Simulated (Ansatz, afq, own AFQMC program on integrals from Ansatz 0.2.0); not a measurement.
Cl, doublet → Cl⁺, triplet, worked out

A free Cl atom.

Both states at this geometry.

Basis cc-pVQZ. Only valence electrons are correlated. Ansatz 0.2.0 and our own AFQMC program on the same integrals; the CISD trial comes from CCSD amplitudes, and released means the phaseless constraint is let go. Uncertainties: one standard error, sampling alone.

Total energies in eV. CBS is CCSD(T) at the limit of def2-TZVPP/QZVPP (extrapolated itself); the highest rung of each member is named.

Cautions: Cl (doublet): the released energies are still falling, so no released level is given (meV from the phaseless value at times in 1/Eh: -3 ± 3 at 0.24, -7.6 ± 2.1 at 0.51, -11.5 ± 1.6 at 0.99, -12 ± 3 at 1.62, -16 ± 3 at 2.40), though the last usable value meets CCSDT(Q) within the noise; Cl⁺ (triplet): full CI with its own frozen core.

| member | count | CCSD(T)/cc-pVQZ | highest rung in cc-pVQZ | which | CCSD(T)/CBS |
| --- | --- | --- | --- | --- | --- |
| Cl⁺, triplet | +1 | -12496.0244 | -12496.0445 | FCI | -12496.3660 |
| Cl, doublet | -1 | -12508.8922 | -12508.9177 | CCSDT(Q) | -12509.3582 |

**Question.** Work out the best estimate of the vertical ionization energy: the CCSD(T)/CBS difference plus the step from CCSD(T) to the highest rung.

**Answer.** Sums with the counts: CCSD(T)/CBS 12.9922 eV, highest rung 12.8732 eV, CCSD(T)/cc-pVQZ 12.8678 eV. The step is 12.8732 − 12.8678 = 0.0054 eV, so the best estimate is 12.9922 + (0.0054) = 12.9976 eV. The basis set is worth 0.124 eV of it. Zero-point, core-correlation and spin–orbit terms aren't in it. Past Ne the Hartree–Fock part of each CBS total tends to overshoot, since the cores don't follow the formula; that largely cancels in the difference.

Best estimates are given only where the step beyond CCSD(T) is under 0.3 eV and no member's determinant is very poor (T1 over 0.05, or 0.07 for open shells, ⟨S²⟩ too high by 0.3, two states mixed), so the hardest cases are missing from such tables.

CCSDT and higher add their correlation energy to the determinant of the CCSD(T) run, since their own runs factorise the integrals more tightly (a shift of under 2 meV). Each member of a difference takes its own highest rung, so a best estimate needn't equal the limit plus the step of one row.
